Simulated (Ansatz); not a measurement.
Spinel CdLu₂S₄ was calculated with r²SCAN in Ansatz (PAW).

Run with plane-wave cutoff 560 eV, 6×6×6 k mesh, Fermi–Dirac smearing 0.01 eV, scalar-relativistic PAW data made under PBE.

Cell (relaxed at this level):

```cif
data_Cd2Lu4S8
_chemical_formula_sum 'S8 Lu4 Cd2'
_space_group_name_H-M_alt 'P 1'
_space_group_IT_number 1
_cell_length_a 7.82023
_cell_length_b 7.82023
_cell_length_c 7.82023
_cell_angle_alpha 60.000
_cell_angle_beta 60.000
_cell_angle_gamma 60.000
loop_
_space_group_symop_operation_xyz
  'x, y, z'
loop_
_atom_site_label
_atom_site_type_symbol
_atom_site_fract_x
_atom_site_fract_y
_atom_site_fract_z
_atom_site_occupancy
S1 S 0.38317 0.38317 0.38317 1
S2 S 0.39950 0.86683 0.86683 1
S3 S 0.38317 0.38317 0.85050 1
S4 S 0.86683 0.39950 0.86683 1
S5 S 0.85050 0.38317 0.38317 1
S6 S 0.86683 0.86683 0.86683 1
S7 S 0.38317 0.85050 0.38317 1
S8 S 0.86683 0.86683 0.39950 1
Lu1 Lu 0.62500 0.62500 0.62500 1
Lu2 Lu 0.12500 0.62500 0.62500 1
Lu3 Lu 0.62500 0.62500 0.12500 1
Lu4 Lu 0.62500 0.12500 0.62500 1
Cd1 Cd 0.00000 0.00000 0.00000 1
Cd2 Cd 0.25000 0.25000 0.25000 1
```

**Question.** Predict the band gap.

**Answer.** 
- band gap = 1.56 eV

Spin–orbit coupling is not included.

Ansatz is a quantum-chemistry and plane-wave program.
